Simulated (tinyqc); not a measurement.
Worked calculation (part 3 of 3): UHF in the sto-3g basis, for CH2, spin multiplicity 3. Computed by tinyqc, a small Python program that keeps every step (integrals from PySCF). Command: `OMP_NUM_THREADS=1 python tinyqc.py 28735 28736 out.jsonl` (the two numbers bound the seeds that draw the settings). One thread of a shared host (Intel(R) Xeon(R) Processor @ 2.60GHz), about 0.1 s of CPU time with the checks.

Geometry (angstrom):
```
atom         x          y         z
C     0.000000   0.000000  0.000000
H     0.000000   1.294000  0.682000
H     0.000000  -1.294000  0.682000
```

## Populations, bond orders and dipole

D(alpha) after iteration 63:
```
            1C 1s      1C 2s    1C 2px     1C 2py     1C 2pz      2H 1s      3H 1s
1C 1s    1.055165  -0.221223  0.000000   0.000000   0.062572  -0.027960  -0.027960
1C 2s   -0.221223   0.903187  0.000000   0.000000  -0.281130   0.057829   0.057829
1C 2px   0.000000   0.000000  1.000000   0.000000   0.000000   0.000000   0.000000
1C 2py   0.000000   0.000000  0.000000   0.340119   0.000000   0.254740  -0.254740
1C 2pz   0.062572  -0.281130  0.000000   0.000000   0.665177   0.250121   0.250121
2H 1s   -0.027960   0.057829  0.000000   0.254740   0.250121   0.319061  -0.062526
3H 1s   -0.027960   0.057829  0.000000  -0.254740   0.250121  -0.062526   0.319061
```

D(beta) after iteration 63:
```
            1C 1s      1C 2s    1C 2px     1C 2py     1C 2pz      2H 1s      3H 1s
1C 1s    1.027875  -0.108337  0.000000   0.000000  -0.028134  -0.073649  -0.073649
1C 2s   -0.108337   0.438758  0.000000   0.000000   0.099401   0.233244   0.233244
1C 2px   0.000000   0.000000  0.000000   0.000000   0.000000   0.000000   0.000000
1C 2py   0.000000   0.000000  0.000000   0.195062   0.000000   0.233429  -0.233429
1C 2pz  -0.028134   0.099401  0.000000   0.000000   0.022532   0.052899   0.052899
2H 1s   -0.073649   0.233244  0.000000   0.233429   0.052899   0.403593  -0.155093
3H 1s   -0.073649   0.233244  0.000000  -0.233429   0.052899  -0.155093   0.403593
```

overlap S:
```
           1C 1s     1C 2s    1C 2px     1C 2py    1C 2pz     2H 1s      3H 1s
1C 1s   1.000000  0.248362  0.000000   0.000000  0.000000  0.026605   0.026605
1C 2s   0.248362  1.000000  0.000000   0.000000  0.000000  0.301579   0.301579
1C 2px  0.000000  0.000000  1.000000   0.000000  0.000000  0.000000   0.000000
1C 2py  0.000000  0.000000  0.000000   1.000000  0.000000  0.288808  -0.288808
1C 2pz  0.000000  0.000000  0.000000   0.000000  1.000000  0.152216   0.152216
2H 1s   0.026605  0.301579  0.000000   0.288808  0.152216  1.000000   0.041904
3H 1s   0.026605  0.301579  0.000000  -0.288808  0.152216  0.041904   1.000000
```

Mulliken: Z minus the diagonal of D S on the atom; Loewdin: the same with S^(1/2) D S^(1/2); Mayer order: 2 sum_s sum (D(s) S)_ij (D(s) S)_ji over the two atoms.

Charges (e):
```
atom   Mulliken    Loewdin  Mulliken spin
1C    -0.028553  -0.009770       2.192327
2H     0.014276   0.004885      -0.096164
3H     0.014276   0.004885      -0.096164
```

Mayer bond orders:
```
pair     order
2-1   0.947946
3-1   0.947946
3-2   0.042603
```

dipole moment about the origin, x y z (debye): 0.000000  0.000000  0.171688

<S^2> of the determinant (pure state: 2) = 2.037580
